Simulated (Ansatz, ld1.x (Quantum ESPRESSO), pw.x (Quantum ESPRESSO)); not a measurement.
# pw.x on bcc V: one setting changed

Potential: PAW, ld1.x (Quantum ESPRESSO) 7.5, PBE; core [Ne], reference 3s2 3p6 3d3 4s2 4p0; waves: 3s (bound): rcut 1.30, rcutus 1.75 bohr; 4s (bound): rcut 1.30, rcutus 1.75 bohr; 3p (bound): rcut 1.40, rcutus 1.80 bohr; 4p (bound, empty): rcut 1.40, rcutus 1.80 bohr; 3d (bound): rcut 1.35, rcutus 1.70 bohr; 3d channel at 0.25 Ry: rcut 1.35, rcutus 1.70 bohr; local part: all-electron potential smoothed inside 1.35 bohr (lloc = -2); core correction: Bessel-smoothed model core inside 1.75 bohr; augmentation: BESSEL, radius 1.30 bohr.

The reference run (k-mesh 15³, cutoffs 70/560 Ry, Fermi–Dirac 0.01 Ry, mixing_beta 0.4, conv_thr 1e-9, no spin) gives -0.49 GPa at 13.429 Å³/atom, where all-electron LAPW gives 0.92 GPa. This run, with its own iteration cap, changes degauss to 0.002.

```
&control
  calculation='scf', prefix='x', pseudo_dir='./', outdir='./tmp', tstress=.true., disk_io='none'
/
&system
  ibrav=0, nat=1, ntyp=1, ecutwfc=70, ecutrho=560, nbnd=14,
  occupations='smearing', smearing='fd', degauss=0.002
/
&electrons
  conv_thr=1e-09, mixing_beta=0.4, electron_maxstep=60
/
ATOMIC_SPECIES
V 1.0 V.UPF
CELL_PARAMETERS angstrom
  -1.49736575 1.49736575 1.49736575
  1.49736575 -1.49736575 1.49736575
  1.49736575 1.49736575 -1.49736575
ATOMIC_POSITIONS crystal
V 0.0000 0.0000 0.0000
K_POINTS automatic
15 15 15 0 0 0
```

```bash
pw.x < V.scf.in > V.scf.out
```

How does the run end?

It converges in 9 iterations; the free energy moves by +47.6 meV/atom and the pressure by -0.91 GPa. In a metal, with Fermi–Dirac smearing, F lies below its zero-width value by a term in the square of the width.

```
Message from routine setup:
     using ibrav=0 with symmetry is DISCOURAGED, use correct ibrav instead
     lattice parameter (alat)  =       4.9010  a.u.
     unit-cell volume          =      90.6234 (a.u.)^3
     number of electrons       =        13.00
     number of Kohn-Sham states=           14
     kinetic-energy cutoff     =      70.0000  Ry
     charge density cutoff     =     560.0000  Ry
     scf convergence threshold =      1.0E-09
     Exchange-correlation= SLA  PW   PBX  PBC
     number of k points=   120  Fermi-Dirac smearing, width (Ry)=  0.0020
     iteration #  1     ecut=    70.00 Ry     beta= 0.40
     total energy              =    -214.02560403 Ry
     estimated scf accuracy    <       0.09776480 Ry
     iteration #  2     ecut=    70.00 Ry     beta= 0.40
     total energy              =    -214.04194083 Ry
     estimated scf accuracy    <       0.00231825 Ry
     iteration #  3     ecut=    70.00 Ry     beta= 0.40
     total energy              =    -214.04236339 Ry
     estimated scf accuracy    <       0.00089691 Ry
     iteration #  4     ecut=    70.00 Ry     beta= 0.40
     total energy              =    -214.04243416 Ry
     estimated scf accuracy    <       0.00010860 Ry
     iteration #  5     ecut=    70.00 Ry     beta= 0.40
     total energy              =    -214.04246552 Ry
     estimated scf accuracy    <       0.00000201 Ry
     iteration #  6     ecut=    70.00 Ry     beta= 0.40
     total energy              =    -214.04246562 Ry
     estimated scf accuracy    <       0.00000323 Ry
     iteration #  7     ecut=    70.00 Ry     beta= 0.40
     total energy              =    -214.04246645 Ry
     estimated scf accuracy    <       0.00000003 Ry
     iteration #  8     ecut=    70.00 Ry     beta= 0.40
     total energy              =    -214.04246649 Ry
     estimated scf accuracy    <          2.4E-09 Ry
     iteration #  9     ecut=    70.00 Ry     beta= 0.40
     the Fermi energy is    16.2966 ev
!    total energy              =    -214.04246649 Ry
     estimated scf accuracy    <          9.3E-10 Ry
     smearing contrib. (-TS)   =      -0.00023400 Ry
     The total energy is F=E-TS. E is the sum of the following terms:
     one-electron contribution =     -43.89905558 Ry
     hartree contribution      =      32.54279557 Ry
     xc contribution           =     -17.48305103 Ry
     ewald contribution        =    -108.67755581 Ry
     one-center paw contrib.   =     -76.52536564 Ry
     convergence has been achieved in   9 iterations
          total   stress  (Ry/bohr**3)                   (kbar)     P=      -13.99
     Message from routine punch:
     Nothing written, as per user request (disk_io='none')
```

The run took about 34 s on one core of a shared host (Neoverse-V1, 32 threads, 247 GiB, load 33).
